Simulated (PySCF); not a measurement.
chloroform (CHCl3), SMILES ClC(Cl)Cl. Atoms are numbered in the order given.

```xyz
5

Cl     1.4730    -0.8504    -0.0839
C      0.0000     0.0000     0.4540
Cl     0.0000     1.7009    -0.0839
Cl    -1.4730    -0.8504    -0.0839
H      0.0000     0.0000     1.5571
```
Charge 0, spin multiplicity 1.

The structure is a stationary point at PBE-D3(BJ)/def2-SVP.

Computed with PySCF with PBE0/pcSseg-2.

GIAO shieldings, no solvent; atoms alike by connectivity are averaged. δ = σ(ref) − σ: ³⁵Cl against HCl (σ = 943.3 ppm); ¹³C against TMS (σ = 186.1 ppm); ¹H against TMS (σ = 31.54 ppm), references at their B3LYP-D3(BJ)/def2-TZVP geometries, non-relativistic (without spin–orbit terms, shifts of atoms bonded to Cl or Br come out too high).

| nucleus | atoms | count | δ (ppm) |
|---|---|---|---|
| ³⁵Cl | Cl1, Cl3, Cl4 | 3 | 416.0 |
| ¹³C | C2 | 1 | 112.3 |
| ¹H | H5 | 1 | 7.95 |
